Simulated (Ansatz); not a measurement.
Geometry optimisation, RKS r2SCAN-D4/def2-SVP (Ansatz).

Input file:

```yaml
crystal:
  periodic: [false, false, false]
  atoms:
    - { symbol: Si, position_ang: [-1.1366, 1.4584, 0.0944] }
    - { symbol: "N", position_ang: [0.2787, 0.0252, -0.5849] }
    - { symbol: C, position_ang: [0.505, -1.1878, 0.1555] }
    - { symbol: H, position_ang: [-0.8907, 0.1604, -1.23] }
    - { symbol: H, position_ang: [-0.2853, 2.653, 0.0866] }
    - { symbol: H, position_ang: [-1.2122, 1.0911, 1.5123] }
    - { symbol: H, position_ang: [1.0839, 0.3149, -1.124] }
    - { symbol: H, position_ang: [0.8505, -2.0118, -0.4799] }
    - { symbol: H, position_ang: [1.2438, -1.0261, 0.9487] }
    - { symbol: H, position_ang: [-0.437, -1.4773, 0.6213] }
basis:
  gaussian: { orbitals: def2-SVP }
hamiltonian:
  xc: r2scan
  dispersion: d4
relax:
  f_tol: 0.15
  max_steps: 25
  restrain:
    - { distance: [3, 1], at: 1.02, k: 30.0 }
    - { distance: [0, 1], at: 3.12, k: 30.0 }
    - { distance: [0, 3], at: 2.72, k: 30.0 }
```

Run as:

```bash
$ ansatz run input.yaml --threads 2 --pin off --max-ram 3072MiB --backend cpu --events-out ev --progress --plain --runs-dir out
```

Q: Where does it end, and by what steps?

A: The run converged. The restraints hold the end off the free minimum. After 7 steps the energy has fallen by 0.322 eV (the restraints' own energy left out); Si1 moved furthest, 0.74 Å. Parted: Si1–N2. Joined: N2–H4.

```csv
step,energy less start (eV),largest force component (eV/Å),accepted
0,0.0000,2.769,yes
1,0.2619,4.989,yes
2,0.1352,4.706,yes
3,-0.1097,2.018,yes
4,-0.1289,1.566,yes
5,-0.2466,1.031,yes
6,-0.3030,0.940,yes
7,-0.3218,0.804,yes
```

```xyz
10
Properties=species:S:1:pos:R:3
Si -1.620 2.010 0.211
N 0.400 -0.154 -0.651
C 0.594 -1.403 0.052
H -0.486 -0.075 -1.152
H -0.528 3.079 0.313
H -1.453 1.622 1.684
H 1.166 0.133 -1.254
H 0.787 -2.274 -0.606
H 1.441 -1.314 0.751
H -0.301 -1.625 0.650
```

Whether the end is a true minimum wasn't checked by a vibrational analysis.

Time of the run: 18 s on 2 threads of Arm Neoverse V1, with other jobs on the host, peak memory 0.14 GiB.
